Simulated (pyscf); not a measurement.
Thermochemistry of product channels of HP=PH + PH₃ on the singlet surface, in kcal/mol, from ωB97M-D3(BJ)/def2-TZVP energies (ideal gas, 1 atm, RRHO with modes under 100 cm⁻¹ raised to 100, one conformer, R ln 2 for chiral ones without a mode under 150 cm⁻¹). Structures and frequencies: ωB97X-D3(BJ)/def2-SVP in PySCF.

| products | ΔE | ΔH(298 K) | ΔG(900 K) | ΔG(1200 K) |
|---|---|---|---|---|
| HP=P–PH₂ + hydrogen (H₂) | (withheld) | +1.9 | +4.4 | +4.3 |
| H₂P–PH–PH₂ | (withheld) | -23.0 | +4.1 | +12.4 |

**Question.** Fill in the missing entries.

**Answer.** 
- HP=P–PH₂ + hydrogen (H₂), ΔE: +3.3
- H₂P–PH–PH₂, ΔE: -24.8

The channel to H₂P–PH–PH₂ turns unfavourable between 298 and 1200 K (ΔG from -13.7 kcal/mol to +12.4 kcal/mol).

These are energies of the channels, which say nothing of barriers.
